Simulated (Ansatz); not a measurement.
The input, for Ansatz 0.2.0:

```yaml
crystal:
  periodic: [false, false, false]
  atoms:
    - {symbol: C, position_ang: [0.000000, 0.039989, 2.130295]}
    - {symbol: C, position_ang: [0.000000, 0.164339, 0.859250]}
    - {symbol: Si, position_ang: [0.000000, -0.126311, -1.203372]}
    - {symbol: H, position_ang: [0.000000, 1.084776, -2.092605]}
basis:
  gaussian: {orbitals: cc-pVDZ}
magnetization: {spin_polarized: false, initial_magnetization: 1}
hamiltonian: {xc: hf}
output: {orbitals: {seedname: orbitals}}
```

```sh
$ ansatz run in.yaml --threads 1 --pin off --events-out ev --progress --plain --max-ram 2393MiB
```

Output:

```
496 factors; integrals over basis functions are off by at most 1.1e-3 eV
mean field evaluation 1: about -9926.8521 eV, gradient 3.0e1 eV
mean field evaluation 2: about -9926.8583 eV, gradient 3.0e1 eV
mean field evaluation 4: about -9931.4632 eV, gradient 4.7e0 eV
mean field evaluation 8: about -9931.9623 eV, gradient 3.0e0 eV
mean field evaluation 16: about -9932.6291 eV, gradient 1.7e-5 eV
mean field evaluation 32: about -9932.2860 eV, gradient 9.4e-1 eV
mean field evaluation 64: about -9931.5675 eV, gradient 7.5e0 eV
mean field evaluation 96: about -9924.9190 eV, gradient 3.2e1 eV
mean field evaluation 128: about -9932.3037 eV, gradient 8.8e-1 eV
mean field evaluation 160: about -9931.8347 eV, gradient 2.7e0 eV
mean field -9932.62909191 eV, -365.0173865499 hartree, gradient 1.1e-5 eV, S^2 0.750000; 6 other end points of the search recorded, 0 dependent functions left out
reference -9932.62909191 eV, -365.0173865499 hartree; 14, 13 occupied and 37, 38 virtual orbitals, 496 factors
Total energy: -9932.62909191 eV, -365.0173865499 hartree
```

Ran on 1 thread of Arm Neoverse V2, shared host: 1.3 s wall, 0.17 GiB peak host memory.
